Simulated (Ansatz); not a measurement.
Chalcopyrite CdGeAs2, treated with PBEsol in Ansatz (plane waves, PAW).

Settings: plane-wave cutoff 520 eV, 8×8×8 k mesh, Fermi–Dirac smearing 0.01 eV, scalar-relativistic PAW data made under PBE.

Cell (relaxed at this level):

Space group I-42d (No. 122); a = b = 5.9425 Å, c = 11.3109 Å, α = β = γ = 90.00°

| atom | site | symmetry | x | y | z |
|---|---|---|---|---|---|
| Cd | 4a | -4.. | 0.0000 | 0.0000 | 0.0000 |
| Ge | 4b | -4.. | 0.0000 | 0.0000 | 0.5000 |
| As | 8d | .2. | 0.2753 | 0.2500 | 0.1250 |
(The calculation used a cell of 8 atoms; values per cell refer to that cell.)

Problem. Estimate the bulk modulus and pressure derivative B′ of the bulk modulus that the calculation returns.

Solution. 
bulk modulus: 60.7 GPa
pressure derivative B′ of the bulk modulus: 4.7

The run finds no gap.

Measured, for comparison: bulk modulus 69.9 GPa (temperature not stated, no zero-point or thermal correction; as tabulated in Toher et al. (2017), arXiv:1611.05714). Computed (rounded) less measured: bulk modulus -13 %.

Note: the gap of the solid is closed in this run; this level leaves the solid without a gap, although one is measured; the bulk modulus comes from volumes at which shape and atoms were relaxed.

Computed values are for the static lattice.

Computing time: about 30 core-minutes (a rough figure).

Ansatz is a quantum-chemistry and plane-wave program.
